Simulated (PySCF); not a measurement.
Compound: 1,3-dioxane, C₄H₈O₂.
Geometry (GFN2-xTB, Å), atoms numbered from 1 in this order:
```xyz
14
C4H8O2 angstrom
C     -1.1288    0.2868   -0.3867
C      0.0070    1.2853   -0.1552
O      1.2400    0.7398   -0.5855
C      1.5088   -0.4689    0.0557
O      0.5445   -1.4486   -0.1774
C     -0.7295   -1.0322    0.2774
H     -1.2501    0.1253   -1.4585
H     -2.0620    0.6612    0.0317
H     -0.1342    2.2004   -0.7317
H      0.0699    1.5375    0.9161
H      1.6088   -0.2970    1.1500
H      2.4490   -0.8439   -0.3535
H     -1.4182   -1.8392    0.0231
H     -0.7058   -0.9069    1.3724
```

The calculation used CAM-B3LYP/def2-SVPD in PySCF (dipole) on a GFN2-xTB geometry, gas phase.

Take the most abundant isotopes and a rigid rotor. The values belong to one conformer with, in the numbering `[CH2:1]1[CH2:2][O:3][CH2:4][O:5][CH2:6]1`, C6–C1–C2–O3 53°, C1–C2–O3–C4 -57°, C2–O3–C4–O5 60°, O3–C4–O5–C6 -60°.

Q: What are A, B and C (MHz)?

A: Ia = 100.52, Ib = 104.13, Ic = 182.12 u·Å²; 505379 MHz·u·Å²/I gives A = 5027, B = 4853, C = 2775 MHz.

Q: Classify the top.

A: An asymmetric top. Ray's parameter κ = (2B − A − C)/(A − C) = 0.845; −1 is the prolate and +1 the oblate limit.

Q: What does the inertial defect say?

A: Not planar: Δ = Ic − Ia − Ib = -22.53 u·Å². For a rigid frame Δ = −2 Σ m c², so Σ m c² = 11.27 u·Å² lies off the ab plane: 7.20 from hydrogen and 4.07 from heavier atoms. The atom farthest from that plane is 1.32 Å away.

Q: Give the other two planar moments, Paa and Pbb, and the rms extents of the mass along the axes.

A: Paa = Σ m a² = (Ib + Ic − Ia)/2 = 92.86 and Pbb = Σ m b² = (Ia + Ic − Ib)/2 = 89.26 u·Å². With the mass M = 88.05 u, the rms extents √(P/M) along a, b and c are 1.03, 1.01, 0.36 Å.

Q: List the rotational levels J(Ka,Kc) to J = 3 (K).

A: Above 0(0,0), as E/k:
J = 1: 1(0,1) 0.366, 1(1,1) 0.374, 1(1,0) 0.474
J = 2: 2(0,2) 1.006, 2(1,2) 1.007, 2(1,1) 1.306, 2(2,1) 1.331, 2(2,0) 1.423
J = 3: 3(0,3) 1.910, 3(1,3) 1.910, 3(1,2) 2.427, 3(2,2) 2.429, 3(2,1) 2.717, 3(3,1) 2.767, 3(3,0) 2.848

Q: Which lines would a microwave search look for?

A: The dipole components are |μa| = 0.00 D, |μb| = 1.72 D, |μc| = 1.38 D; the mirror of this Cs structure is the bc plane, so μa vanishes by symmetry and there are no a-type lines. Intensities carry the squares of the components, which stand as 1.00 : 0.64 (b : c). Some lines, for components of 0.1 D or more:

```tsv
type	branch	J(Ka,Kc)	MHz	lower level (cm⁻¹)
c	Q	2(2,1) ← 2(1,1)	522	0.908
b	Q	1(1,0) ← 1(0,1)	2252	0.254
b	Q	2(2,1) ← 2(1,2)	6757	0.700
b	R	1(1,1) ← 0(0,0)	7802	0.000
b	R	2(0,2) ← 1(1,1)	13168	0.260
b	R	2(1,2) ← 1(0,1)	13352	0.254
b	R	2(2,1) ← 1(1,0)	17857	0.330
c	R	2(1,1) ← 1(0,1)	19587	0.254
c	R	2(2,0) ← 1(1,0)	19772	0.330
c	R	2(2,1) ← 1(1,1)	19935	0.260
b	R	2(2,0) ← 1(1,1)	21850	0.260
```

Q: Estimate the classical rotational partition function at 100 K, 298.15 K and 500 K.

A: Point group Cs, symmetry number σ = 1; q = (√π/σ)·√((kT/h)³/(ABC)), k/h = 20836.6 MHz/K: 20500 at 100 K, 105000 at 298.15 K, 229000 at 500 K.

No GFN2-xTB frequencies stand behind this structure, so it isn't proved a minimum. No vibrational averaging or centrifugal distortion is included, and the geometry carries the error of its method.
